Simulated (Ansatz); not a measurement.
Input for Ansatz (development build ahead of 0.2.0):

```yaml
crystal:
  periodic: [false, false, false]
  atoms:
    - { symbol: C, position_ang: [0.03357, -0.00103, 0.03704] }
    - { symbol: H, position_ang: [1.11298, -0.01198, 0.04772] }
    - { symbol: H, position_ang: [-0.52262, 0.98531, -0.02801] }
    - { symbol: H, position_ang: [-0.5979, -0.93908, 0.01024] }
basis:
  gaussian: { orbitals: def2-TZVP }
total_charge: 1
hamiltonian:
  xc: hf
correlation:
  method: mp2
  frozen_orbitals: { C: 1, H: 0 }
```

The input is written out in the form of the current development build from the run's settings.

Results

- Converged: yes
- Reference energy: -39.24360 hartree
- Correlation energy: -0.12563 hartree
- Total energy: -39.36922 hartree
- Spin squared of the determinant: 0.000
